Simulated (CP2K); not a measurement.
# One shape, several levels: CF4 (tetrafluoromethane)

Wanted: a comparison of 5 runs (HF/STO-3G, HF/3-21G, AM1, GFN1-xTB, PM3) of CF4 (tetrafluoromethane). 

Program for the calculation: CP2K 2026.2.

7 further runs of the same task are left out: 5 that didn't finish, 2 set aside as unsound or not needed.

## (1) The molecule

CF4 has 5 atoms, charge 0, and is taken as a singlet. As SMILES, `FC(F)(F)F`. The C2–F4 distance was set to 1.713 Å, away from the relaxed value.

Bond lengths: F1–C2 1.318 Å, C2–F3 1.318 Å, C2–F5 1.318 Å. Angles: F1–C2–F3 109.5°, F1–C2–F5 109.5°, F3–C2–F5 109.5°. A long bond or contact: C2–F4 1.713 Å.

## (2) The energy at HF/STO-3G (run 1)

mol.inp reads:

```
&GLOBAL
  PROJECT mol
  RUN_TYPE ENERGY
  PRINT_LEVEL MEDIUM
&END GLOBAL

&FORCE_EVAL
  METHOD Quickstep
  &DFT
    BASIS_SET_FILE_NAME ./sto_3g.basis
    POTENTIAL_FILE_NAME POTENTIAL
    CHARGE 0
    MULTIPLICITY 1
    &QS
      METHOD GAPW
      EPS_DEFAULT 1.0E-10
    &END QS
    &MGRID
      CUTOFF 280
      REL_CUTOFF 50
      NGRIDS 4
    &END MGRID
    &POISSON
      PERIODIC NONE
      POISSON_SOLVER MULTIPOLE
    &END POISSON
    &SCF
      SCF_GUESS ATOMIC
      EPS_SCF 1.0E-07
      MAX_SCF 100
      ADDED_MOS 3
      &DIAGONALIZATION
        ALGORITHM STANDARD
      &END DIAGONALIZATION
      &MIXING
        METHOD DIRECT_P_MIXING
        ALPHA 0.4
      &END MIXING
    &END SCF
    &XC
      &XC_FUNCTIONAL NONE
      &END XC_FUNCTIONAL
      &HF
        FRACTION 1
        &SCREENING
          EPS_SCHWARZ 1.0E-10
          SCREEN_ON_INITIAL_P F
        &END SCREENING
        &INTERACTION_POTENTIAL
          POTENTIAL_TYPE COULOMB
        &END INTERACTION_POTENTIAL
        &MEMORY
          MAX_MEMORY 1050
        &END MEMORY
      &END HF
    &END XC
    &PRINT
      &MOMENTS
        PERIODIC F
        REFERENCE COM
        MAX_MOMENT 1
      &END MOMENTS
      &MO ON
        ENERGIES T
        OCCUPATION_NUMBERS T
        NDIGITS 6
        &EACH
          QS_SCF 0
        &END EACH
        ADD_LAST NUMERIC
      &END MO
      &LOWDIN ON
      &END LOWDIN
      &HIRSHFELD OFF
      &END HIRSHFELD
      &MO_MOLDEN ON
        NDIGITS 8
      &END MO_MOLDEN
    &END PRINT
  &END DFT
  &SUBSYS
    &CELL
      ABC [angstrom] 9 9.2 9.2
      PERIODIC NONE
    &END CELL
    &COORD
      F     -0.707905     0.256682     1.276860
      C      0.152195     0.216682     0.279060
      F      1.299695    -0.269918     0.707460
      F     -0.464000    -0.786000    -0.966200
      F      0.338795     1.434382    -0.189340
    &END COORD
    &TOPOLOGY
      &CENTER_COORDINATES
      &END CENTER_COORDINATES
    &END TOPOLOGY
    &KIND F
      BASIS_SET STO-3G
      POTENTIAL ALL
      LEBEDEV_GRID 194
      RADIAL_GRID 100
    &END KIND
    &KIND C
      BASIS_SET STO-3G
      POTENTIAL ALL
      LEBEDEV_GRID 194
      RADIAL_GRID 100
    &END KIND
  &END SUBSYS
&END FORCE_EVAL
```

On the command line:

```console
$ OMP_NUM_THREADS=1 cp2k.psmp -i mol.inp > mol.out 2>&1
```

What it wrote:

```text
CP2K| version string:                                       CP2K version 2026.2
[...]
 GLOBAL| Method name                                                        CP2K
[...]
 GLOBAL| Run type                                                         ENERGY
[...]
 DFT| Spin restricted Kohn-Sham (RKS) calculation                            RKS
 DFT| Multiplicity                                                             1
[...]
 DFT| Charge                                                                   0
[...]
 QS| Method:                                                                GAPW
[...]
 QS| Density cutoff [a.u.]:                                                140.0
[...]
 QS| Relative density cutoff [a.u.]:                                        25.0
[...]
                             - Atoms:                                          5
[...]
                             - Spherical basis functions:                     25
[...]
 Number of electrons:                                                         42
[...]
     1 P_Mix/Diag. 0.40E+00    0.3     1.41001938      -429.1141104475 -4.29E+02
[...]
    16 DIIS/Diag.  0.24E-07    0.1     0.00000002      -429.5011978272 -5.68E-14
  *** SCF run converged in    16 steps ***
[...]
  Overlap energy of the core charge distribution:               0.00000009386502
  Self energy of the core charge distribution:               -447.36630535824401
  Core Hamiltonian energy:                                    -22.10907934293391
  Hartree energy:                                              63.54433088147918
  Exchange-correlation energy:                                  0.00000000000000
  Hartree-Fock Exchange energy:                               -46.02073225334245
[...]
                     Mulliken Population Analysis
 #  Atom  Element  Kind  Atomic population                           Net charge
       1     F        1          9.134632                             -0.134632
       2     C        2          5.470687                              0.529313
       3     F        1          9.134597                             -0.134597
       4     F        1          9.125486                             -0.125486
       5     F        1          9.134598                             -0.134598
 # Total charge                             42.000000                  0.000000
[...]
  Dipole moment [Debye]
    X=  0.2021718E+00 Y=  0.3289535E+00 Z=  0.4082577E+00  Total=      0.5619236
 ENERGY| Total FORCE_EVAL ( QS ) energy [hartree]           -429.501197827152794
[...]
```

Wall time 3.3 s (1 thread of Arm Neoverse V2, shared host); peak memory 0.43 GiB.

## (3) A single-point energy at HF/3-21G (run 2)

qs.inp reads:

```
&GLOBAL
    PROJECT_NAME qs
    RUN_TYPE ENERGY
    PRINT_LEVEL MEDIUM
&END GLOBAL

&FORCE_EVAL
    METHOD QS
    &DFT
        BASIS_SET_FILE_NAME ./3_21g.basis
        POTENTIAL_FILE_NAME POTENTIAL
        &QS
            METHOD GAPW
            EPS_DEFAULT 1.0E-10
        &END QS
        &MGRID
            CUTOFF 280
            REL_CUTOFF 50
            NGRIDS 4
        &END MGRID
        &POISSON
            PERIODIC NONE
            POISSON_SOLVER MULTIPOLE
        &END POISSON
        &SCF
            SCF_GUESS ATOMIC
            EPS_SCF 1.0E-07
            MAX_SCF 100
            ADDED_MOS 10
            &DIAGONALIZATION
                ALGORITHM STANDARD
            &END DIAGONALIZATION
            &MIXING
                METHOD DIRECT_P_MIXING
                ALPHA 0.4
            &END MIXING
        &END SCF
        &XC
            &XC_FUNCTIONAL NONE
            &END XC_FUNCTIONAL
            &HF
                FRACTION 1
                &SCREENING
                    EPS_SCHWARZ 1.0E-10
                &END SCREENING
                &MEMORY
                    MAX_MEMORY 1050
                &END MEMORY
            &END HF
        &END XC
        &PRINT
            &MOMENTS
                PERIODIC F
                REFERENCE COM
                MAX_MOMENT 1
            &END MOMENTS
            &MO ON
                ENERGIES T
                OCCUPATION_NUMBERS T
                NDIGITS 6
                &EACH
                    QS_SCF 0
                &END EACH
                ADD_LAST NUMERIC
            &END MO
            &LOWDIN ON
            &END LOWDIN
            &HIRSHFELD OFF
            &END HIRSHFELD
        &END PRINT
    &END DFT
    &SUBSYS
        &CELL
            ABC 9 9.2 9.2
            PERIODIC NONE
        &END CELL
        &COORD
            UNIT bohr
            F     -1.3377466     0.4850587     2.4129157
            C      0.2876069     0.4094696     0.5273470
            F      2.4560676    -0.5100711     1.3369056
            F     -0.8768329    -1.4853247    -1.8258534
            F      0.6402298     2.7105891    -0.3578007
        &END COORD
        &TOPOLOGY
            &CENTER_COORDINATES
            &END CENTER_COORDINATES
        &END TOPOLOGY
        &KIND F
            BASIS_SET 3-21G
            POTENTIAL ALL
            LEBEDEV_GRID 194
            RADIAL_GRID 100
        &END KIND
        &KIND C
            BASIS_SET 3-21G
            POTENTIAL ALL
            LEBEDEV_GRID 194
            RADIAL_GRID 100
        &END KIND
    &END SUBSYS
&END FORCE_EVAL
```

On the command line:

```console
$ OMP_NUM_THREADS=1 cp2k.psmp -i qs.inp > qs.out 2>&1
```

What it wrote:

```text
CP2K| version string:                                       CP2K version 2026.2
[...]
 GLOBAL| Method name                                                        CP2K
[...]
 GLOBAL| Run type                                                         ENERGY
[...]
 DFT| Spin restricted Kohn-Sham (RKS) calculation                            RKS
 DFT| Multiplicity                                                             1
[...]
 DFT| Charge                                                                   0
[...]
 QS| Method:                                                                GAPW
[...]
 QS| Density cutoff [a.u.]:                                                140.0
[...]
 QS| Relative density cutoff [a.u.]:                                        25.0
[...]
                             - Atoms:                                          5
[...]
                             - Spherical basis functions:                     45
[...]
 Number of electrons:                                                         42
[...]
     1 P_Mix/Diag. 0.40E+00    0.3     1.09010253      -433.5808370691 -4.34E+02
[...]
    18 DIIS/Diag.  0.70E-07    0.1     0.00000002      -433.2220940869  5.68E-14
  *** SCF run converged in    18 steps ***
[...]
  Overlap energy of the core charge distribution:               0.00000009386505
  Self energy of the core charge distribution:               -447.36630535824401
  Core Hamiltonian energy:                                    -25.03297911601489
  Hartree energy:                                              65.43853274299757
  Exchange-correlation energy:                                  0.00000000000000
  Hartree-Fock Exchange energy:                               -45.26364934059198
[...]
                     Mulliken Population Analysis
 #  Atom  Element  Kind  Atomic population                           Net charge
       1     F        1          9.350462                             -0.350462
       2     C        2          4.634309                              1.365691
       3     F        1          9.350431                             -0.350431
       4     F        1          9.314402                             -0.314402
       5     F        1          9.350396                             -0.350396
 # Total charge                             42.000000                  0.000000
[...]
  Dipole moment [Debye]
    X=  0.4586541E+00 Y=  0.7461532E+00 Z=  0.9263008E+00  Total=      1.2748103
 ENERGY| Total FORCE_EVAL ( QS ) energy [hartree]           -433.222094086879395
[...]
```

Wall time 3.3 s (1 thread of Arm Neoverse V2, shared host); peak memory 0.43 GiB.

Run 3 isn't shown in full; the table further down has it.

## (4) A single-point energy at GFN1-xTB (run 4)

job.inp reads:

```
&GLOBAL
 PROJECT job
 RUN_TYPE ENERGY
 PRINT_LEVEL MEDIUM
&END GLOBAL
&FORCE_EVAL
 METHOD QUICKSTEP
 &DFT
  ! Quickstep
  &QS
   METHOD XTB
   EPS_DEFAULT 1.0E-10
   &XTB
    GFN_TYPE 1
    CHECK_ATOMIC_CHARGES F
   &END XTB
  &END QS
  &POISSON
   PERIODIC NONE
   POISSON_SOLVER ANALYTIC
  &END POISSON
  ! SCF settings
  &SCF
   SCF_GUESS ATOMIC
   EPS_SCF 1.0E-07
   MAX_SCF 50
   &OT
    MINIMIZER DIIS
    PRECONDITIONER FULL_SINGLE_INVERSE
   &END OT
   &OUTER_SCF
    EPS_SCF 1.0E-07
    MAX_SCF 8
   &END OUTER_SCF
  &END SCF
  ! extra output
  &PRINT
   &MOMENTS
    PERIODIC F
    REFERENCE COM
    MAX_MOMENT 1
   &END MOMENTS
   &MO_CUBES
    NLUMO 1
    NHOMO -1
    WRITE_CUBE F
   &END MO_CUBES
   &HIRSHFELD OFF
   &END HIRSHFELD
  &END PRINT
 &END DFT
 &SUBSYS
  ! vacuum box
  &CELL
   ABC 10 10.2 10.2
   PERIODIC NONE
  &END CELL
  &COORD
   F     -0.707905     0.256682     1.276860
   C      0.152195     0.216682     0.279060
   F      1.299695    -0.269918     0.707460
   F     -0.464000    -0.786000    -0.966200
   F      0.338795     1.434382    -0.189340
  &END COORD
  &TOPOLOGY
   &CENTER_COORDINATES
   &END CENTER_COORDINATES
  &END TOPOLOGY
 &END SUBSYS
&END FORCE_EVAL
```

On the command line:

```console
$ OMP_NUM_THREADS=1 cp2k.psmp -i job.inp -o job.out
```

What it wrote:

```text
CP2K| version string:                                       CP2K version 2026.2
[...]
 GLOBAL| Method name                                                        CP2K
[...]
 GLOBAL| Run type                                                         ENERGY
[...]
                             - Atoms:                                          5
[...]
                             - Spherical basis functions:                     20
[...]
 Number of electrons:                                                         32
[...]
     1 OT DIIS     0.80E-01    0.0     0.35022870       -22.0411396656 -2.20E+01
[...]
    17 OT DIIS     0.80E-01    0.0     0.00000006       -22.6415205153 -3.66E-13
  *** SCF run converged in    17 steps ***
[...]
 TB_DIPOLE| Moment [Debye]          0.45869992       0.74675262       0.92722722
 TB_DIPOLE| Derivative [a.u.]       0.00000000       0.00000000       0.00000000
[...]
 ENERGY| Total FORCE_EVAL ( QS ) energy [hartree]            -22.641520515299554
[...]
```

Run time: 0.34 s. Hardware: 1 thread of Arm Neoverse V2, shared host.

## (5) A single-point energy at PM3 (run 5)

molecule.xyz reads:

```xyz
5

F     -0.707905     0.256682     1.276860
C      0.152195     0.216682     0.279060
F      1.299695    -0.269918     0.707460
F     -0.464000    -0.786000    -0.966200
F      0.338795     1.434382    -0.189340
```

calc.inp reads:

```
&FORCE_EVAL
  METHOD QUICKSTEP
  &DFT
    CHARGE 0
    MULTIPLICITY 1
    # Quickstep
    &QS
      METHOD PM3
      EPS_DEFAULT 1.0E-10
      &SE
        &COULOMB
          CUTOFF [angstrom] 50
          RC_RANGE [angstrom] 0
        &END
        &EXCHANGE
          CUTOFF [angstrom] 50
          RC_RANGE [angstrom] 0
        &END
      &END
    &END
    # isolated system
    &POISSON
      PERIODIC NONE
      POISSON_SOLVER ANALYTIC
    &END
    # SCF settings
    &SCF
      SCF_GUESS ATOMIC
      EPS_SCF 1.0E-07
      MAX_SCF 100
      ADDED_MOS 4
      &DIAGONALIZATION
        ALGORITHM STANDARD
      &END
      &MIXING
        METHOD DIRECT_P_MIXING
        ALPHA 0.4
      &END
    &END
    # extra output
    &PRINT
      &MOMENTS
        PERIODIC F
        REFERENCE COM
        MAX_MOMENT 1
      &END
      &MO ON
        ENERGIES T
        OCCUPATION_NUMBERS T
        NDIGITS 6
        &EACH
          QS_SCF 0
        &END
        ADD_LAST NUMERIC
      &END
      &HIRSHFELD OFF
      &END
    &END
  &END
  &SUBSYS
    # box in angstrom
    &CELL
      ABC [angstrom] 18 18.2 18.2
      PERIODIC NONE
    &END
    &TOPOLOGY
      COORD_FILE_NAME molecule.xyz
      COORD_FILE_FORMAT XYZ
      &CENTER_COORDINATES
      &END
    &END
  &END
&END
&GLOBAL
  PROJECT calc
  RUN_TYPE ENERGY
  PRINT_LEVEL MEDIUM
&END
```

On the command line:

```console
$ OMP_NUM_THREADS=1 cp2k.psmp calc.inp > calc.out
```

What it wrote:

```text
CP2K| version string:                                       CP2K version 2026.2
[...]
 GLOBAL| Method name                                                        CP2K
[...]
 GLOBAL| Run type                                                         ENERGY
[...]
                             - Atoms:                                          5
[...]
                             - Spherical basis functions:                     20
[...]
 Number of electrons:                                                         32
[...]
     1 P_Mix/Diag. 0.40E+00    0.0     0.57746517       -65.5193399598 -6.55E+01
[...]
    17 DIIS/Diag.  0.62E-08    0.0     0.00000003       -69.0757141656 -4.69E-13
  *** SCF run converged in    17 steps ***
  Core-core repulsion energy [eV]:                           2438.88432835439698
  Core Hamiltonian energy [eV]:                             -3250.20867520367665
  Two-electron integral energy [eV]:                        -2136.64285295132777
  Electronic energy [eV]:                                   -4318.53010167934099
  Total energy [eV]:                                        -1879.64577332494332
  Atomic reference energy [eV]:                              1871.98567564306222
  Heat of formation [kcal/mol]:                              -176.64606298567048
[...]
 SE_DIPOLE| Moment [Debye]         -0.40415612      -0.65804061      -0.81699910
 SE_DIPOLE| Derivative [a.u.]       0.00000000       0.00000000       0.00000000
 ENERGY| Total FORCE_EVAL ( QS ) energy [hartree]            -69.075714165564662
[...]
```

Run time: 0.2 s. Hardware: 1 thread of Arm Neoverse V2, shared host.

## (6) All runs side by side

| run | level | properties | added orbitals | energy (Eh) | dipole moment (D) | HOMO energy (eV) | LUMO energy (eV) | wall time |
| --- | --- | --- | --- | --- | --- | --- | --- | --- |
| 1 | HF/STO-3G | (lowdin, molden) | 3 | -429.501198 | 0.56 | -10.93 | 8.38 | 3.3 s |
| 2 | HF/3-21G | (lowdin) | 10 | -433.222094 | 1.27 | -16.23 | 3.71 | 3.3 s |
| 3 | AM1 | – | 2 | -76.004355 | 1.04 | -14.21 | -0.46 | 0.2 s |
| 4 | GFN1-xTB | – | – | -22.641521 | 1.28 | -15.11 | – | 0.34 s |
| 5 | PM3 | – | 4 | -69.075714 | 1.12 | -15.35 | -1.30 | 0.2 s |

## (7) What came out

| quantity | value |
| --- | --- |
| run 5: total energy | -69.07571 Eh |
| run 5: dipole moment | 1.12 D |
| run 5: HOMO energy | -15.35 eV |
| run 5: LUMO energy | -1.30 eV |
| run 5: HOMO–LUMO gap | 14.05 eV |
| run 5: heat of formation | -176.6 kcal/mol |

**Reading.** The dipole moment (its size) runs from 0.56 D (HF/STO-3G) to 1.28 D (GFN1-xTB). The two ends differ in method and basis and Hamiltonian. Some of these are taken from atomic charges alone. Over runs 1, 2, 3, 5 the HOMO–LUMO gap runs from 13.75 eV (AM1) to 19.94 eV (HF/3-21G). In run 1 the basis is minimal, so the values are rough. Force-field and semi-empirical energies have zeros of their own, so their totals don't compare. All runs together took 7.4 s, the longest 3.3 s.
